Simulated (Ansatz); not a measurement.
Geometry optimisation, Ansatz 0.2.0, RKS B3LYP/6-31G*.

Input file:

```yaml
crystal:
  periodic: [false, false, false]
  atoms:
    - { symbol: Si, position_ang: [-0.233397, 0.235729, 0.009481] }
    - { symbol: O, position_ang: [-0.286795, 0.069933, 1.683016] }
    - { symbol: H, position_ang: [-1.070809, 0.475427, 2.084179] }
    - { symbol: H, position_ang: [1.14144, 0.560232, -0.430933] }
    - { symbol: H, position_ang: [-1.103685, 1.411844, -0.32418] }
    - { symbol: H, position_ang: [-0.796677, -0.921948, -0.729735] }
    - { symbol: "N", position_ang: [1.420678, -2.114817, 0.938091] }
    - { symbol: H, position_ang: [1.050501, -3.065577, 0.960151] }
    - { symbol: H, position_ang: [2.434934, -2.19797, 1.011836] }
    - { symbol: H, position_ang: [1.09281, -1.654353, 1.807394] }
basis:
  gaussian: { orbitals: "6-31G*" }
hamiltonian:
  xc: b3lyp
relax:
  f_tol: 0.03
  max_steps: 50
```

Run as:

```bash
$ ansatz run input.yaml --threads 1 --pin off --max-ram 2048MiB --backend cpu --events-out ev --progress --plain --runs-dir out
```

Q: Where does it end, and by what steps?

A: The forces met the threshold. After 9 steps the energy has fallen by 0.045 eV; H9 moved furthest, 0.41 Å.

```json
{"step": "0", "energy less start (eV)": "0.0000", "largest force component (eV/Å)": "0.640", "accepted": "yes"}
{"step": "1", "energy less start (eV)": "-0.0077", "largest force component (eV/Å)": "0.366", "accepted": "yes"}
{"step": "2", "energy less start (eV)": "-0.0126", "largest force component (eV/Å)": "0.373", "accepted": "yes"}
{"step": "3", "energy less start (eV)": "-0.0179", "largest force component (eV/Å)": "0.525", "accepted": "yes"}
{"step": "4", "energy less start (eV)": "-0.0244", "largest force component (eV/Å)": "0.495", "accepted": "yes"}
{"step": "5", "energy less start (eV)": "0.0042", "largest force component (eV/Å)": "0.388", "accepted": "no"}
{"step": "6", "energy less start (eV)": "-0.0390", "largest force component (eV/Å)": "0.159", "accepted": "yes"}
{"step": "7", "energy less start (eV)": "-0.0425", "largest force component (eV/Å)": "0.217", "accepted": "yes"}
{"step": "8", "energy less start (eV)": "-0.0437", "largest force component (eV/Å)": "0.099", "accepted": "yes"}
{"step": "9", "energy less start (eV)": "-0.0447", "largest force component (eV/Å)": "0.017", "accepted": "yes"}
```

```xyz
10
Properties=species:S:1:pos:R:3
Si -0.122 0.033 0.102
O -0.364 -0.006 1.776
H -0.975 0.700 2.031
H 1.231 0.433 -0.364
H -0.987 1.208 -0.294
H -0.695 -1.092 -0.681
N 1.261 -1.924 0.968
H 0.967 -2.852 0.669
H 2.269 -1.864 0.840
H 1.063 -1.839 1.962
```

Whether the end is a true minimum wasn't checked by a vibrational analysis.

Time of the run: 29 s on 1 thread of Arm Neoverse V1 (shared host), peak memory 0.13 GiB.
